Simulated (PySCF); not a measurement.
Question: Write Cartesian coordinates for `C[PH](C)=S` as optimised with PBE0-D3(BJ)/def2-SVP.

Answer: 
```
atom  x, y, z in Å
C1    -1.382    0.360    0.393
P2     0.338    0.667   -0.122
C3     1.068   -0.990   -0.321
S4     1.343    1.887    1.007
H5    -1.899   -0.312   -0.309
H6    -1.905    1.325    0.445
H7    -1.367   -0.084    1.399
H8     0.164    1.072   -1.479
H9     2.087   -0.875   -0.718
H10    1.130   -1.459    0.671
H11    0.469   -1.617   -0.999
```

Orientation and origin are arbitrary. Atoms count from 1 in this order. P2 (phosphorus bonded to 2 C, S and H) is distorted tetrahedral (angles from 101.6° to 115.9°).

Bonds between heavy atoms (Å): C1–P2 1.822, P2–C3 1.821, P2=S4 1.943.

Computed with PBE0-D3(BJ)/def2-SVP geometry optimisation, gas phase in PySCF.

Point group: Cs (every atom within 0.08 Å of its image). No frequency check.

---

Task: Write Cartesian coordinates for InChI=1S/C3H4Cl2/c4-3(5)1-2-3/h1-2H2 as optimised with GFN2-xTB.

Result: 
```xyz
9
C3H4Cl2 angstrom
Cl     1.301   -1.467    1.149
C      0.697   -0.314   -0.030
Cl     1.886    0.026   -1.275
C     -0.748   -0.350   -0.399
C     -0.203    0.783    0.430
H     -1.006   -0.156   -1.429
H     -1.370   -1.088    0.083
H     -0.090    1.752   -0.032
H     -0.454    0.819    1.479
```

Orientation and origin are arbitrary. Atoms count from 1 in this order. The 3-membered ring C2–C4–C5 has internal angles of 59.7° to 60.6°.

Bonds between heavy atoms (Å): Cl1–C2 1.756, C2–Cl3 1.756, C2–C4 1.492, C4–C5 1.506, C2–C5 1.492.

The geometry is computed with GFN2-xTB (gas phase).

Point group: C2v (tolerance 0.08 Å). Stationary, but not proved a minimum.
